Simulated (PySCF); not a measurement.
Ligands exchanged one at a time, B H-Cl. Isolated molecules, 0 K electronic values unless said otherwise. Strings in code marks are SMILES.

All values below come from PySCF with CAM-B3LYP-D3(BJ)/def2-TZVP. Excitations are Tamm–Dancoff values on a coarser integration grid. The basis has no diffuse functions, so Rydberg states are missing or too high.

```csv
species,S1 oscillator strength,brightest of the four lowest singlets (TDA) (eV)
0 of 3 H replaced by Cl (`B`),–,–
1 of 3 H replaced by Cl (`BCl`),0.000,7.64
2 of 3 H replaced by Cl,0.002,7.21
3 of 3 H replaced by Cl,0.000,7.38
```
